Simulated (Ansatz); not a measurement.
# Strength of the C–H bond: BH(CH3)2 → BH(CH2)(CH3) + H

Species: BH(CH3)2, singlet; BH(CH2)(CH3), doublet; H atom, doublet. 

Shapes, held fixed at every level: PBE0-D4/def2-TZVP. Flexible molecules stand in one conformer, not always the lowest. Programs: Ansatz 0.2.0. The zero-point and thermal change to 298 K, harmonic and unscaled (PBE0-D4/def2-TZVP), is -26.7 kJ/mol.

```tsv
level	kind	ΔH(298 K) (kJ/mol)	less CCSD(T)/CBS estimate
HF/def2-TZVPP	Hartree–Fock	+287.0	-114.0
PBE-D4/def2-TZVPP	GGA	+388.1	-12.9
B3LYP-D4/def2-TZVPP	global hybrid	+391.4	-9.6
wB97X-V/def2-TZVPP	range-separated hybrid	+397.3	-3.7
MP2/def2-TZVPP	perturbation theory	+392.9	-8.1
CCSD(T)/def2-SVP	coupled cluster or CI	+383.2	-17.8
CCSD/def2-TZVPP	coupled cluster or CI	+389.6	-11.4
CCSD(T)/CBS estimate	coupled cluster or CI	+401.0	0.0
```

The highest level, CCSD(T)/CBS estimate, gives ΔH(298 K) = +401.0 kJ/mol; the levels span +287.0 to +401.0. The column of differences is taken from that level and isn't an error. Hartree–Fock misses the correlation of the pair that is broken and comes out low. No measured value is set beside it here. Open shells run unrestricted unless RO is named. The CBS estimate extrapolates MP2 from def2-TZVPP and def2-QZVPP and adds CCSD(T) − MP2 in the triple-zeta set, cores frozen.
